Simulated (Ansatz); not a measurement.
The input, for Ansatz 0.2.0:

```yaml
crystal:
  periodic: [false, false, false]
  atoms:
    - {symbol: C, position_ang: [-0.502598, 0.000000, 0.436711]}
    - {symbol: Be, position_ang: [0.640862, 0.000000, -0.716773]}
    - {symbol: H, position_ang: [0.258934, 0.000000, 1.204918]}
basis:
  gaussian: {orbitals: def2-TZVPP}
magnetization: {spin_polarized: false, initial_magnetization: 1}
correlation: {method: ccsdtq, electrons: all, diis_vectors: 12}
scf: {lower_state_search: off}
```

```sh
$ ansatz run in.yaml --threads 1 --pin off --events-out ev --progress --plain --max-ram 2393MiB
```

Problem. One thing in this input was set wrong on purpose, beside settings that are merely unusual. What is the gravest fault, and what does the program do?

Solution. Too large for memory. How the run ends: out of memory.
```
these checks for a lower state are left out or cut short: stability, starts, cluster_reference, orbital_swaps, neighbouring_geometries, increment
856 factors; integrals over basis functions are off by at most 1.8e-7 eV
mean field evaluation 1: about -1437.2823 eV, gradient 2.0e1 eV
mean field evaluation 2: about -1437.2846 eV, gradient 2.0e1 eV
mean field evaluation 4: about -1438.6785 eV, gradient 2.7e0 eV
mean field evaluation 8: about -1438.7128 eV, gradient 2.6e-1 eV
mean field -1438.71489148 eV, -52.8717970660 hartree, gradient 8.3e-6 eV, S^2 0.750000; 0 other end points of the search recorded, 0 dependent functions left out
reference -1438.71489148 eV, -52.8717970660 hartree; 6, 5 occupied and 58, 59 virtual orbitals, 856 factors
Error: with its amplitudes the run needs 21.54 GiB of memory by its plan, which may be too low or too high, and 2.33 GiB are given
refused for memory
```
